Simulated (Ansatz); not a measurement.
This Ansatz (a first-principles code) input (CCSD(T)/cc-pCVDZ) gives -399.06994 Eh with 37 basis functions. A basis named .json is the Basis Set Exchange file of that set (core-valence sets with the plain set on hydrogen).

Ansatz 0.2 input:
```yaml
crystal:
  periodic: [false, false, false]
  atoms:
    - {symbol: S, position_ang: [0.00184013, 0.00030176, 0.10309296]}
    - {symbol: H, position_ang: [-0.00752722, 0.96781232, -0.82771199]}
    - {symbol: H, position_ang: [-0.02191490, -0.97264043, -0.82177540]}
basis:
  gaussian:
    orbitals: cc-pCVDZ.json
magnetization: {spin_polarized: false}
correlation: {method: ccsd_t, frozen_orbitals: {H: 0, S: 1}}
```

Change:
```diff
- orbitals: cc-pCVDZ.json
+ orbitals: cc-pV_D+d_Z.json
```

Question: What does the run give now?

Answer: -398.92497 Eh (CCSD(T)/cc-pV(D+d)Z, 33 functions), a change of +144.97 mEh.
